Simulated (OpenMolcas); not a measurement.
# One shape, several levels: C2H7N (dimethylamine)

We compute a comparison of 6 runs (HF/3-21G, B3LYP/6-31G*, B3LYP/cc-pVDZ, M06-L/cc-pVDZ, r2SCAN/cc-pVDZ, MP2/cc-pVDZ) of C2H7N (dimethylamine). 

The calculation is run with OpenMolcas 26.06.

1 further run of the same task is left out (set aside as unsound or not needed).

## 1. The system as given

The species is C2H7N (10 atoms), meant as a singlet with charge 0. SMILES: `CNC`. Geometry: relaxed at PBE0-D4/def2-TZVP.

Bond lengths: C1–N2 1.445 Å, N2–C3 1.445 Å, C1–H4 1.092 Å, C1–H5 1.094 Å, C1–H6 1.104 Å, N2–H7 1.011 Å, C3–H8 1.094 Å, C3–H9 1.092 Å, C3–H10 1.104 Å. Some angles: C1–N2–C3 112.8°, C1–N2–H7 109.8°, C3–N2–H7 109.8°, N2–C1–H4 110.0°, N2–C1–H5 109.4°, N2–C1–H6 114.0°, N2–C3–H8 109.4°, N2–C3–H9 110.0°, N2–C3–H10 114.0°, H4–C1–H5 107.5°.

## 2. Energy and gradient at HF/3-21G (run 1)

job.inp reads:

```
* C2H7N Hartree-Fock

&GATEWAY
 BASLIB
 $CurrDir
 COORD
 10
 angstrom
 C       -0.856700       0.407300      -0.748800
 N       -0.459900      -0.174400       0.512500
 C        0.945800      -0.503900       0.558500
 H       -1.910600       0.690500      -0.714000
 H       -0.740700      -0.334800      -1.544500
 H       -0.268400       1.295100      -1.038900
 H       -0.689100       0.456900       1.268600
 H        1.158300      -1.294800      -0.167100
 H        1.207400      -0.885700       1.547500
 H        1.613700       0.343700       0.326200
 BASIS
 3-21G
 GROUP
 NoSym

&SEWARD

&SCF
 THRESHOLDS
 1e-10 1e-07 1e-07 1e-05
 PRORBITALS
 1 2

&ALASKA
```

The basis set 3-21G is read from a file made from the Basis Set Exchange's data (not shown).

Command:

```sh
$ export MOLCAS_MEM=1860
$ pymolcas job.inp > job.log
```

The log of the run:

```text
--- Start Module: gateway ---
[...]
--- Stop Module: gateway /rc=_RC_ALL_IS_WELL_ ---
[...]
      Basis functions           41
[...]
--- Start Module: scf ---
[...]
       Convergence after  11 Iterations
[...]
::    Total SCF energy                               -133.4929478975
[...]
      Total spin, S                                     0.0000000000
[...]
      Total electronic charge=   26.000000
      Total            charge=   -0.000000
[...]
      Dipole Moment (debye):
      Origin of the operator (angstrom)=   -0.1109   -0.0739    0.1014
                   X=  6.1357E-01               Y=  1.1346E+00               Z= -5.5204E-02           Total=  1.2911E+00
      Quadrupole Moment (debye*angstrom):
[...]
--- Stop Module: scf /rc=_RC_ALL_IS_WELL_ ---
--- Start Module: alaska ---
[...]
 *              Molecular gradients               *
 **************************************************
  Irreducible representation: a
 ------------------------------------------------------------------------------------------
                              X                       Y                       Z
 ------------------------------------------------------------------------------------------
  C1                9.67185852102870E-03   -5.78793053561832E-03    2.34661657256088E-02
  N2                5.41955974669905E-03   -1.14307197132506E-02   -1.54382128288795E-02
  C3               -2.35934000999674E-02    1.10106186467043E-02   -7.42448790825301E-04
  H4               -6.01337039694183E-03    1.46283796274060E-03    2.13480740238747E-04
  H5                6.73131964088676E-04   -4.69968722901215E-03   -5.02509155287223E-03
  H6                3.71207527803719E-03    5.54102343194307E-03   -2.42000044248070E-03
  H7                2.72483636800402E-03    6.14931806124241E-03    5.39008667066909E-04
  H8                1.33223821491724E-03   -5.01868735669797E-03   -4.50830142785619E-03
[...]
--- Stop Module: alaska /rc=_RC_ALL_IS_WELL_ ---
[...]
```

Wall time 1.9 s (1 thread of Arm Neoverse V2, shared host); peak memory 0.37 GiB.

## 3. Energy and gradient at B3LYP/6-31G(d) (Cartesian functions) (run 2)

calc.input reads:

```
>>> EXPORT MOLCAS_PRINT=2
&GATEWAY
BASLIB=$CurrDir
COORD
10
angstrom
C       -0.856700       0.407300      -0.748800
N       -0.459900      -0.174400       0.512500
C        0.945800      -0.503900       0.558500
H       -1.910600       0.690500      -0.714000
H       -0.740700      -0.334800      -1.544500
H       -0.268400       1.295100      -1.038900
H       -0.689100       0.456900       1.268600
H        1.158300      -1.294800      -0.167100
H        1.207400      -0.885700       1.547500
H        1.613700       0.343700       0.326200
BASIS=6-31Gs
GROUP=NoSym
&SEWARD
GRIDINPUT
Grid=UltraFine
End of Grid
&SCF
KSDFT=B3LYP
THRESHOLDS=1e-10 1e-07 1e-07 1e-05
PRORBITALS=1 2
&ALASKA
```

The basis set 6-31G* is read from a file made from the Basis Set Exchange's data (not shown).

Command:

```sh
$ export MOLCAS_MEM=1860
$ pymolcas calc.input > calc.log
```

The log of the run:

```text
--- Start Module: gateway ---
[...]
--- Stop Module: gateway /rc=_RC_ALL_IS_WELL_ ---
[...]
      Basis functions           59
[...]
--- Start Module: scf ---
[...]
       Convergence after  11 Iterations
[...]
::    Total KS-DFT energy                            -135.1625735633
[...]
      Total spin, S                                     0.0000000000
[...]
      Total electronic charge=   26.000000
      Total            charge=   -0.000000
[...]
      Dipole Moment (debye):
      Origin of the operator (angstrom)=   -0.1109   -0.0739    0.1014
                   X=  3.7851E-01               Y=  9.0676E-01               Z=  1.1005E-01           Total=  9.8873E-01
      Quadrupole Moment (debye*angstrom):
[...]
--- Stop Module: scf /rc=_RC_ALL_IS_WELL_ ---
[...]
--- Start Module: alaska ---
[...]
 *              Molecular gradients               *
 **************************************************
  Irreducible representation: a
 ------------------------------------------------------------------------------------------
                              X                       Y                       Z
 ------------------------------------------------------------------------------------------
  C1                1.31714457318344E-03   -2.01704522695589E-03    3.35183417363982E-03
  N2                4.44429776756472E-03    5.96943725663879E-03   -1.96464521911377E-03
  C3               -4.05135953451463E-03    6.78795699099677E-04   -6.21403843294344E-04
  H4                2.25121921203986E-03   -7.30544785812692E-04   -8.61960810071560E-05
  H5               -2.60753045402816E-04    1.33101542118519E-03    1.60493834791220E-03
  H6               -9.57591703721894E-04   -2.39751932917631E-03    1.51108624560281E-03
  H7                8.59984110784584E-04   -3.39783205807231E-03   -3.54636613637593E-03
  H8               -5.28673573279570E-04    1.48241539080018E-03    1.44776406252078E-03
[...]
--- Stop Module: alaska /rc=_RC_ALL_IS_WELL_ ---
[...]
```

It took 23 s on 1 thread of Arm Neoverse V2, shared host; peak memory 0.39 GiB.

Runs 3 to 4 aren't shown in full; the table further down has their settings and results.

## 4. Energy and gradient at r2SCAN/cc-pVDZ (run 5)

struct.xyz reads:

```xyz
10

C     -0.856700     0.407300    -0.748800
N     -0.459900    -0.174400     0.512500
C      0.945800    -0.503900     0.558500
H     -1.910600     0.690500    -0.714000
H     -0.740700    -0.334800    -1.544500
H     -0.268400     1.295100    -1.038900
H     -0.689100     0.456900     1.268600
H      1.158300    -1.294800    -0.167100
H      1.207400    -0.885700     1.547500
H      1.613700     0.343700     0.326200
```

job.inp reads:

```
&GATEWAY
  BasLib = $CurrDir
  Coord = struct.xyz
  Basis = cc-pVDZ
  Group = NoSym

&SEWARD
  GridInput
  Grid=UltraFine
  End of Grid

&SCF
  KSDFT = 2
  1.0 MGGA_X_R2SCAN
  1.0 MGGA_C_R2SCAN
  Thresholds = 1e-10 1e-07 1e-07 1e-05
  PrOrbitals = 1 2

&ALASKA
```

The basis set cc-pVDZ is read from a file made from the Basis Set Exchange's data (not shown).

Command:

```sh
$ export MOLCAS_MEM=1860
$ pymolcas job.inp > job.log
```

The log of the run:

```text
--- Start Module: gateway ---
[...]
--- Stop Module: gateway /rc=_RC_ALL_IS_WELL_ ---
[...]
      Basis functions           77
[...]
--- Start Module: scf ---
[...]
       Convergence after  12 Iterations
[...]
::    Total KS-DFT energy                            -135.0776445956
[...]
      Total spin, S                                     0.0000000000
[...]
      Total electronic charge=   26.000000
      Total            charge=   -0.000000
[...]
      Dipole Moment (debye):
      Origin of the operator (angstrom)=   -0.1109   -0.0739    0.1014
                   X=  2.7566E-01               Y=  7.6734E-01               Z=  1.5469E-01           Total=  8.2989E-01
      Quadrupole Moment (debye*angstrom):
[...]
--- Stop Module: scf /rc=_RC_ALL_IS_WELL_ ---
[...]
--- Start Module: alaska ---
[...]
 *              Molecular gradients               *
 **************************************************
  Irreducible representation: a
 ------------------------------------------------------------------------------------------
                              X                       Y                       Z
 ------------------------------------------------------------------------------------------
  C1               -1.55632822229590E-03    2.06022406882056E-04   -3.64298444460243E-03
  N2                4.22411043555559E-03    9.77975076709470E-03    9.95175265641635E-04
  C3                3.25710812500102E-03   -2.24632935262314E-03   -2.32286104710155E-04
  H4                5.92379383393560E-03   -1.62158651550137E-03   -4.39515066508467E-05
  H5               -7.82543045657863E-04    4.08389833262390E-03    4.74323151402611E-03
  H6               -3.41966849747921E-03   -5.92750863217129E-03    2.91701912797815E-03
  H7                7.21588393552519E-04   -5.92769867123177E-03   -5.11911531361475E-03
  H8               -1.45791413713670E-03    4.44313426791609E-03    4.29119931407440E-03
[...]
--- Stop Module: alaska /rc=_RC_ALL_IS_WELL_ ---
[...]
```

Run time: 43 s. Hardware: 1 thread of Arm Neoverse V2, shared host; peak memory 0.44 GiB.

## 5. A single-point energy at MP2/cc-pVDZ (run 6)

test.inp reads:

```
&GATEWAY
  BasLib=$CurrDir
  Coord
  10
  bohr
  C     -1.61892837     0.76968545    -1.41502692
  N     -0.86908504    -0.32956824     0.96848464
  C      1.78730297    -0.95223299     1.05541204
  H     -3.61051073     1.30485589    -1.34926445
  H     -1.39972014    -0.63268031    -2.91868200
  H     -0.50720249     2.44738430    -1.96323647
  H     -1.30221027     0.86341587     2.39730656
  H      2.18886977    -2.44681739    -0.31577324
  H      2.28165532    -1.67373043     2.92435118
  H      3.04945105     0.64949887     0.61642866
  Basis=cc-pVDZ
  Group=NoSym

&SEWARD

&SCF
  Thresholds=1e-10 1e-07 1e-07 1e-05
  PrOrbitals=0

&MBPT2
  Frozen=3
```

The basis set cc-pVDZ is read from a file made from the Basis Set Exchange's data (not shown).

Command:

```sh
$ export MOLCAS_MEM=1860
$ pymolcas test.inp > test.log
```

The log of the run:

```text
--- Start Module: gateway ---
[...]
--- Stop Module: gateway /rc=_RC_ALL_IS_WELL_ ---
[...]
      Basis functions           77
[...]
--- Start Module: scf ---
[...]
       Convergence after  12 Iterations
[...]
::    Total SCF energy                               -134.2513630329
[...]
      Total spin, S                                     0.0000000000
[...]
      Total electronic charge=   26.000000
      Total            charge=   -0.000000
[...]
      Dipole Moment (debye):
      Origin of the operator (angstrom)=   -0.1109   -0.0739    0.1014
                   X=  4.0732E-01               Y=  8.9713E-01               Z=  6.3583E-02           Total=  9.8732E-01
      Quadrupole Moment (debye*angstrom):
[...]
--- Stop Module: scf /rc=_RC_ALL_IS_WELL_ ---
[...]
--- Start Module: mbpt2 ---
[...]
WARNING!
Default frozen orbitals as non valence orbitals is overwritten by user input.
Default values:   3
[...]
       Reference weight ( Cref**2 )         =        0.86935
::    Total MBPT2 energy                             -134.7184214836
[...]
      Total MBPT2 calculations                           0.14      0.16
--- Stop Module: mbpt2 /rc=_RC_ALL_IS_WELL_ ---
[...]
```

Wall time 4.2 s (1 thread of Arm Neoverse V2, shared host); peak memory 0.43 GiB.

## 6. The series

```csv
run,level,Cartesian functions,integration grid,energy (Eh),dipole moment (D) of the reference,HOMO energy (eV),LUMO energy (eV),wall time
1,HF/3-21G,no,–,-133.492948,1.29,-9.59,7.16,1.9 s
2,B3LYP/6-31G* (Cartesian functions),yes,UltraFine,-135.162574,0.99,-5.80,2.40,23 s
3,B3LYP/cc-pVDZ,no,UltraFine,-135.165818,0.83,-5.85,1.63,30 s
4,M06-L/cc-pVDZ,no,UltraFine,-135.144509,0.85,-4.93,2.00,46 s
5,r2SCAN/cc-pVDZ,no,UltraFine,-135.077645,0.83,-4.92,1.80,43 s
6,MP2/cc-pVDZ,no,–,-134.718421,0.99,-9.86,5.01,4.2 s
```

## 7. Results

| quantity | value |
| --- | --- |
| run 6: total energy | -134.71842 Eh |
| run 6: dipole moment (mean-field density) | 0.99 D |
| run 6: HOMO energy (Hartree–Fock orbitals) | -9.86 eV |
| run 6: LUMO energy (Hartree–Fock orbitals) | 5.01 eV |
| run 6: HOMO–LUMO gap (Hartree–Fock orbitals) | 14.86 eV |
| run 6: correlation energy (3 core orbitals frozen) | -467.1 mEh |

Over runs 1, 2, 3, 4, 5 the dipole moment (its size) runs from 0.83 D (B3LYP/cc-pVDZ) to 1.29 D (HF/3-21G). The two ends differ in method and basis. Over runs 1, 2, 3, 4, 5 the HOMO–LUMO gap runs from 6.71 eV (r2SCAN/cc-pVDZ) to 16.75 eV (HF/3-21G). Totals of different functionals can't be ranked against each other. All runs together took 2.5 min, the longest 46 s.
